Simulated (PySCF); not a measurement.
Working out the electron affinity of Li

Li⁻ [He] 2s2 (1S) → Li [He] 2s1 (2S). All numbers are calculated (PySCF 2.14, no relativity, point nucleus, in aug-cc-pCVTZ (7s6p4d2f, 59 functions)). Frozen: nothing. Energies in hartree (1 hartree = 27.21139 eV):

| part | Li⁻ (lower) | Li (upper) |
| --- | --- | --- |
| UHF | -7.428149 | -7.432706 |
| MP2 opposite-spin | -0.054239 | -0.036731 |
| MP2 same-spin | -0.000498 | -0.000449 |

Q: What does Hartree-Fock give?

A: (-7.432706) − (-7.428149) = -0.004557 hartree = -0.124 eV.

Q: What do MP2 and SCS-MP2 (6/5 opposite-spin, 1/3 same-spin) give?

A: The opposite-spin parts differ by 0.476 eV and the same-spin parts by 0.001 eV. MP2: -0.124 + (0.476) + (0.001) = 0.353 eV. SCS-MP2: -0.124 + 1.2 × (0.476) + (0.001)/3 = 0.448 eV.

A first-order spin-orbit estimate adds 0.000 eV to MP2 (valence and next inner shell), giving 0.353 eV against 0.618 eV (measured; photodetachment measurements, as compiled on the Wikipedia data page of electron affinities).

What remains against the reference includes basis incompleteness and correlation beyond second order.
